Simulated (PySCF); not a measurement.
# FCI/STO-3G run of HBS (hydrogen boron sulfide)

What is the energy change on altering one bond length of HBS (hydrogen boron sulfide) at FCI/STO-3G? 

The results are computed with PySCF 2.14.0.

9 further runs of the same task are left out: 9 set aside as unsound or not needed.

## 1. The molecule

The species is HBS (3 atoms), meant as a singlet with charge 0. SMILES: `B=S`. The shape is that of a GFN2-xTB optimisation.

Bond lengths: B1–S2 1.592 Å, B1–H3 1.144 Å. Angles: S2–B1–H3 179.9°.

## 2. A single-point energy at FCI/STO-3G

Input file run.py:

```python
from pyscf import gto, scf, mcscf

mol = gto.M(
    atom='''
B     -0.077535    -0.030425     0.269362
S      0.747047     0.276864    -2.607180
H     -0.669530    -0.246439     2.337799
''',
    unit='bohr',
    basis='sto-3g',
    verbose=3,
    max_memory=1860,
    charge=0,
)

myscf = scf.RHF(mol)
myscf.conv_tol = 1e-10
myscf.kernel()
if not myscf.converged:
    myscf = myscf.newton().run(myscf.mo_coeff, myscf.mo_occ)

cas = mcscf.CASCI(myscf, myscf.mo_coeff.shape[-1] - 6, (mol.nelec[0] - 6, mol.nelec[1] - 6))  # full CI above the frozen core
cas.fix_spin_(ss=0.0)
cas.kernel()
etot = cas.e_tot
print('Final energy', etot)
```

Launch:

```bash
OMP_NUM_THREADS=1 python run.py
```

What it wrote:

```text
converged SCF energy = -418.121282852971
CASCI E = -418.239082827617  E(CI) = -21.6350840289934  S^2 = 0.0000000
Final energy -418.2390828276167
```

It took 0.74 s on 1 thread of Arm Neoverse V2, shared host; peak memory 0.12 GiB.

## 3. The distorted shape at the same level

Input file start.xyz:

```xyz
3
BHS
B      0.115615     0.041059    -0.404781
S      0.551965     0.203669    -1.926981
H     -0.354300    -0.130410     1.237110
```

Input file run.py:

```python
from pyscf import gto, scf, mcscf

mol = gto.M(
    atom='start.xyz',
    basis='sto-3g',
    verbose=4,
    max_memory=1860,
)

hf = scf.RHF(mol)
hf.conv_tol = 1e-10
hf.kernel()
if not hf.converged:
    hf = hf.newton().run(hf.mo_coeff, hf.mo_occ)

cas = mcscf.CASCI(hf, hf.mo_coeff.shape[-1] - 6, (mol.nelec[0] - 6, mol.nelec[1] - 6))  # full CI above the frozen core
cas.fix_spin_(ss=0.0)
cas.kernel()
e_final = cas.e_tot
print(f'total energy: {e_final:.8f} hartree')
```

Launch:

```bash
OMP_NUM_THREADS=1 python run.py
```

What it wrote:

```text
PySCF version 2.14.0

[INPUT] num. atoms = 3
[INPUT] num. electrons = 22
[INPUT] charge = 0
[INPUT] spin (= nelec alpha-beta = 2S) = 0
[INPUT] symmetry False subgroup None
[INPUT] Mole.unit = angstrom
[INPUT] Symbol           X                Y                Z      unit          X                Y                Z       unit  Magmom
[INPUT]  1 B      0.115615000000   0.041059000000  -0.404781000000 AA    0.218480685892   0.077590264949  -0.764925230428 Bohr   0.0
[INPUT]  2 S      0.551965000000   0.203669000000  -1.926981000000 AA    1.043062680346   0.384878630064  -3.641466337241 Bohr   0.0
[INPUT]  3 H     -0.354300000000  -0.130410000000   1.237110000000 AA   -0.669529965933  -0.246439183905   2.337799085961 Bohr   0.0

nuclear repulsion = 30.6954452734464
number of shells = 9
number of NR pGTOs = 45
number of NR cGTOs = 15
basis = sto-3g
ecp = {}

******** <class 'pyscf.scf.hf.RHF'> ********
method = RHF
initial guess = minao
damping factor = 0
level_shift factor = 0
DIIS = <class 'pyscf.scf.diis.CDIIS'>
diis_start_cycle = 1
diis_space = 8
diis_damp = 0
SCF conv_tol = 1e-10
SCF conv_tol_grad = None
SCF max_cycles = 50
direct_scf = True
direct_scf_tol = 1e-13
Set gradient conv threshold to 1e-05
Initial guess from minao.
init E= -417.741233958334
  HOMO = -0.296784782758763  LUMO = 0.141675919494987  gap/eV = 11.93112
cycle= 1 E= -417.913255365212  delta_E= -0.172  |g|= 0.446  |ddm|= 2.13
  HOMO = -0.250371832025627  LUMO = 0.202832492596777  gap/eV = 12.33232
cycle= 2 E= -417.9419111202  delta_E= -0.0287  |g|= 0.437  |ddm|= 1.29
  HOMO = -0.283461325239677  LUMO = 0.279287604070488  gap/eV = 15.31318
cycle= 3 E= -418.007284235793  delta_E= -0.0654  |g|= 0.0324  |ddm|=  0.6
  HOMO = -0.296774872073458  LUMO = 0.291820237866443  gap/eV = 16.01649
cycle= 4 E= -418.008247097886  delta_E= -0.000963  |g|= 0.00596  |ddm|= 0.108
  HOMO = -0.292487020600696  LUMO = 0.290808666327952  gap/eV = 15.87228
cycle= 5 E= -418.008286297134  delta_E= -3.92e-05  |g|= 0.00226  |ddm|= 0.0245
  HOMO = -0.293087617634378  LUMO = 0.291431518096084  gap/eV = 15.90558
cycle= 6 E= -418.008289119374  delta_E= -2.82e-06  |g|= 0.000395  |ddm|= 0.00687
  HOMO = -0.293295273589358  LUMO = 0.291392784011138  gap/eV = 15.91017
cycle= 7 E= -418.008289196696  delta_E= -7.73e-08  |g|= 2.54e-05  |ddm|= 0.00117
  HOMO = -0.293296032996058  LUMO = 0.291407202831328  gap/eV = 15.91059
cycle= 8 E= -418.008289196938  delta_E= -2.42e-10  |g|= 5e-06  |ddm|= 7.1e-05
  HOMO = -0.293293914040376  LUMO = 0.291405247504181  gap/eV = 15.91047
cycle= 9 E= -418.008289196951  delta_E= -1.38e-11  |g|= 4.87e-08  |ddm|= 1.62e-05
  HOMO = -0.293293885667515  LUMO = 0.291405246468383  gap/eV = 15.91047
Extra cycle  E= -418.008289196951  delta_E= 5.12e-13  |g|= 2.6e-08  |ddm|= 1.11e-07
converged SCF energy = -418.008289196951

******** <class 'pyscf.mcscf.casci.CASCI'> ********
CAS (5e+5e, 9o), ncore = 6, nvir = 0
natorb = False
canonicalization = True
sorting_mo_energy = False
******** <class 'pyscf.fci.addons.SpinPenaltyFCISolver'> ********
max. cycles = 200
conv_tol = 1e-08
davidson only = True
linear dependence = 1e-12
level shift = 0.001
max iter space = 12
nroots = 1
pspace_size = 400
spin = None
Density matrix diagonal elements [1.99092857 1.93797861 1.92482684 1.92506173 1.92506879 0.08492385
 0.07876787 0.10817438 0.02426934]
CASCI converged
CASCI E = -418.155493031835  E(CI) = -20.8877225500447  S^2 = 0.0000000
total energy: -418.15549303 hartree
```

Run time: 0.8 s. Hardware: 1 thread of Arm Neoverse V2, shared host; peak memory 0.12 GiB.

## 4. Results

Level: FCI/STO-3G, 6 core orbitals frozen.

| quantity | value |
| --- | --- |
| first shape: total energy | -418.23908 Eh |
| first shape: dipole moment (Hartree–Fock density) | 0.97 D |
| first shape: HOMO energy (Hartree–Fock orbitals) | -7.96 eV |
| first shape: LUMO energy (Hartree–Fock orbitals) | 7.83 eV |
| first shape: HOMO–LUMO gap (Hartree–Fock orbitals) | 15.78 eV |
| first shape: correlation energy (6 core orbitals frozen) | -117.8 mEh |
| distorted shape: total energy | -418.15549 Eh |
| distorted shape: dipole moment (Hartree–Fock density) | 1.01 D |
| distorted shape: HOMO energy (Hartree–Fock orbitals) | -7.98 eV |
| distorted shape: LUMO energy (Hartree–Fock orbitals) | 7.93 eV |
| distorted shape: HOMO–LUMO gap (Hartree–Fock orbitals) | 15.91 eV |
| distorted shape: correlation energy (6 core orbitals frozen) | -147.2 mEh |
| energy change with the B1–H3 bond stretched from 1.144 to 1.716 Å | 2.275 eV |

With the B1–H3 bond stretched from 1.144 to 1.716 Å the energy rises by 2.27 eV (52 kcal/mol). The first shape isn't relaxed at this level, so the change isn't measured from a minimum. The minimal basis adds a large error of its own.
